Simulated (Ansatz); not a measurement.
## What a trial cell of Pt relaxes into

Computed with DFT PBEsol, scalar-relativistic, plane waves, PAW (Ansatz). Cutoff 420 eV, Γ-centred k mesh, Gaussian smearing, no spin polarisation in the final step.

Pt was placed on the alpha-gallium structure type (Cmce, No. 64), at a guessed volume.

```
Pt
1.0
     2.14129   -3.62908    0.00000
     2.14129    3.62908    0.00000
     0.00000    0.00000    4.28827
Pt
4
Direct
  0.15250 0.84750 0.07850
  0.65250 0.34750 0.42150
  0.84750 0.15250 0.92150
  0.34750 0.65250 0.57850
```

Cell and atoms relax at zero pressure; the relaxation can't lower the symmetry of the start. After a coarse first stage the cell is made exact in the group found at 0.06 Å.

Energies count from the standard state of Pt at the same level.

(1) Describe the relaxed structure.

(2) What are its volume, energy, density and gap?

## Answers

(1) It ends in I4/mmm (No. 139). Conventional cell: a = 3.354 Å, c = 2.702 Å. Pt is coordinated by 10 Pt at 2.70–2.73 Å and 4 Pt at 3.35 Å.

```
Pt
1.0
    -1.67701    1.67701    1.35117
     1.67701   -1.67701    1.35117
     1.67701    1.67701   -1.35117
Pt
1
Direct
  0.50000 0.50000 0.00000
```

(2) The volume per atom is 15.20 Å³. The density is 21.31 g/cm³ and the energy over the standard structure is 0.01 eV/atom. The gap on the 26×26×26 mesh is 0 eV (a metal).

The final run used a 26×26×26 mesh on its 1-atom cell and 0.10 eV smearing. For metals, differences of a few meV/atom aren't resolved. Spin–orbit coupling is left out. A structure relaxed within its symmetry needn't be a true minimum.